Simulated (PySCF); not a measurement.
**Atomic charges against the basis set**

Compound: C3H3NO.
Numbering: `[CH2:1]=[CH:2][N:3]=[C:4]=[O:5]` (hydrogens: H6, H7 on C1; H8 on C2)

Geometry (PBE0-D3(BJ)/def2-SVP, Å), atoms numbered from 1 in this order:
```
atom  x, y, z in Å
C1    -1.0640   -0.6070    0.8358
C2    -0.7102    0.1696   -0.1936
N3     0.5446    0.2318   -0.7544
C4     1.6864   -0.1338   -0.7817
O5     2.8142   -0.4199   -0.8938
H6    -2.0904   -0.5789    1.2045
H7    -0.3543   -1.2767    1.3275
H8    -1.4358    0.8338   -0.6726
```

PBE0 throughout (PySCF), one geometry, spherical d and f functions. Isolated species at its PBE0-D3(BJ)/def2-SVP geometry (one conformer only). The first 7 of 8 kinds of atom are listed.

Mulliken charges (e):

```
      basis  functions      C1      C2      N3      C4      O5      H6      H7
   pcSseg-0         51  -0.441  +0.051  -0.616  +0.796  -0.513  +0.233  +0.233
    cc-pVDZ         85  -0.046  +0.021  -0.234  +0.270  -0.171  +0.058  +0.050
aug-cc-pVDZ        142  +0.629  +0.869  -0.009  +0.025  -0.355  -0.346  -0.420
    cc-pVTZ        192  -0.279  -0.009  -0.119  +0.240  -0.227  +0.131  +0.126
   IGLO-III        205  -0.259  +0.073  -0.389  +0.608  -0.381  +0.116  +0.113
```

IAO charges (e):

```json
{"basis": "pcSseg-0", "functions": "51", "C1": "-0.332", "C2": "-0.038", "N3": "-0.252", "C4": "+0.465", "O5": "-0.327", "H6": "+0.163", "H7": "+0.153"}
{"basis": "cc-pVDZ", "functions": "85", "C1": "-0.338", "C2": "-0.027", "N3": "-0.284", "C4": "+0.517", "O5": "-0.349", "H6": "+0.162", "H7": "+0.155"}
{"basis": "aug-cc-pVDZ", "functions": "142", "C1": "-0.347", "C2": "-0.030", "N3": "-0.288", "C4": "+0.530", "O5": "-0.365", "H6": "+0.168", "H7": "+0.160"}
{"basis": "cc-pVTZ", "functions": "192", "C1": "-0.347", "C2": "-0.028", "N3": "-0.290", "C4": "+0.534", "O5": "-0.364", "H6": "+0.167", "H7": "+0.160"}
{"basis": "IGLO-III", "functions": "205", "C1": "-0.347", "C2": "-0.030", "N3": "-0.290", "C4": "+0.534", "O5": "-0.367", "H6": "+0.169", "H7": "+0.161"}
```

Hirshfeld charges (e):

```csv
basis,functions,C1,C2,N3,C4,O5,H6,H7
pcSseg-0,51,-0.107,+0.017,-0.119,+0.237,-0.185,+0.055,+0.046
cc-pVDZ,85,-0.111,+0.013,-0.119,+0.236,-0.180,+0.053,+0.049
aug-cc-pVDZ,142,-0.112,+0.011,-0.131,+0.248,-0.193,+0.057,+0.056
cc-pVTZ,192,-0.112,+0.012,-0.128,+0.248,-0.192,+0.056,+0.053
IGLO-III,205,-0.111,+0.011,-0.131,+0.248,-0.194,+0.057,+0.055
```

Problem. Which scheme is steadiest as the basis changes?

Solution. Largest range over the bases for any column: Hirshfeld 0.01 e, IAO 0.07 e, Mulliken 1.07 e. Hirshfeld charges move least and Mulliken charges most, counted in e.

Problem. How much do the charges still move between the two largest bases, cc-pVTZ and IGLO-III?

Solution. At most, over all atoms: Mulliken 0.368 e, IAO 0.003 e, Hirshfeld 0.004 e.

Problem. What do the same runs give for the total energy, the frontier levels and the dipole moment?

Solution. 
```tsv
basis	energy (Eh)	HOMO (eV)	LUMO (eV)	μ (D)
pcSseg-0	-245.2183	-7.40	-0.67	2.53
cc-pVDZ	-245.8087	-7.11	-0.48	2.05
aug-cc-pVDZ	-245.8237	-7.32	-0.86	2.28
cc-pVTZ	-245.8788	-7.27	-0.70	2.19
IGLO-III	-245.8892	-7.34	-0.85	2.27
```

The dipole is fixed by the density alone, so its range of 0.48 D shows that the density itself changes with the basis, not only its division among atoms.
